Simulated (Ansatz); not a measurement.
Frontier orbitals of C₆H₁₂, SMILES `C1CCCCC1`.

The species carries charge 0 and has multiplicity 1. All single points use the PBE0-D4/def2-TZVP geometry. It is a higher conformer; a search finds a lower one. Basis def2-TZVPP, Ansatz 0.2.0.

A caution on the coupled-cluster cation, which keeps the state that its UHF reference found: large T1 diagnostic of the cation.

| functional | HOMO (eV) | LUMO (eV) | gap (eV) |
| --- | --- | --- | --- |
| PBE | -6.89 | 0.30 | 7.19 |
| PBE0 | -8.24 | 1.10 | 9.34 |
| r2SCAN0 | -8.42 | 1.57 | 9.99 |
| LC-ωPBE | -10.99 | 3.17 | 14.16 |
| ωB97M-V | -10.55 | 2.53 | 13.08 |

What is the vertical ionisation energy at frozen-core CCSD(T)/CBS(def2)? (Estimate.)

The calculation gave: 10.80 eV (T1 of the cation 0.054).

From PBE to PBE0 the HOMO moves by −1.35 eV and the LUMO by +0.80 eV, and with ωB97M-V by −3.66 and +2.23 eV, so the gap grows from 7.20 to 13.08 eV with exact exchange. A positive LUMO is unbound and depends on the basis. −ε(HOMO) differs from that ionisation energy by −3.90 eV with PBE and −0.24 eV with ωB97M-V.

LC-ωPBE has ω = 0.4 bohr⁻¹.
